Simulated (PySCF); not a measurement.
**Frontier levels across methods**

Compound: methyl propyl disulfide, C4H10S2.
Structure used (PBE0-D3(BJ)/def2-SVP), in Å, numbered top down from 1:
```
atom  x, y, z in Å
C1     2.578   -0.126    0.231
C2     1.280   -0.496   -0.470
C3     0.303    0.664   -0.538
S4    -1.266    0.277   -1.377
S5    -2.128   -1.094   -0.104
C6    -3.008   -0.026    1.066
H7     2.397    0.200    1.268
H8     3.268   -0.982    0.269
H9     3.098    0.696   -0.287
H10    0.789   -1.331    0.058
H11    1.481   -0.852   -1.494
H12    0.715    1.502   -1.128
H13    0.080    1.063    0.466
H14   -3.742    0.602    0.542
H15   -3.534   -0.698    1.761
H16   -2.312    0.603    1.638
```

Basis pcSseg-1 throughout (PySCF), one geometry. One conformer (not necessarily the lowest) at the PBE0-D3(BJ)/def2-SVP geometry, without solvent, vibrations or thermal averaging.

**Question.** How do the orbital energies, the gap and the dipole change with the method?

**Answer.** 
```
  method           kind  HOMO (eV)  LUMO (eV)  gap (eV)  μ (D)  SCF cycles
   B97-D            GGA      -5.54      -1.20      4.34   2.09          14
     KT3            GGA      -5.66      -1.31      4.35   2.03          15
     KT2            GGA      -5.66      -1.39      4.27   2.08          14
   B3LYP  global hybrid      -6.53      -0.48      6.04   2.08          12
    PBE0  global hybrid      -6.78      -0.29      6.49   2.20          12
mPW1PW91  global hybrid      -6.81      -0.31      6.51   2.21          12
```

The HOMO spans 1.28 eV, from B97-D down to mPW1PW91, and the gap runs from 4.27 eV (KT2) to 6.51 eV (mPW1PW91). Over the methods B97-D (0 %), KT3 (0 %), KT2 (0 %), B3LYP (20 %), PBE0 (25 %), mPW1PW91 (25 %), a straight line through the gap against the share of exact exchange rises by 0.87 eV for each 10 % (correlation coefficient 1.000). The dipole ranges from 2.03 D (KT3) to 2.21 D (mPW1PW91). This basis has no diffuse functions.

The vertical ΔSCF ionisation energy at CAM-B3LYP/def2-SVPD is 8.81 eV; −ε(HOMO) comes closest to it with mPW1PW91 (6.81 eV).
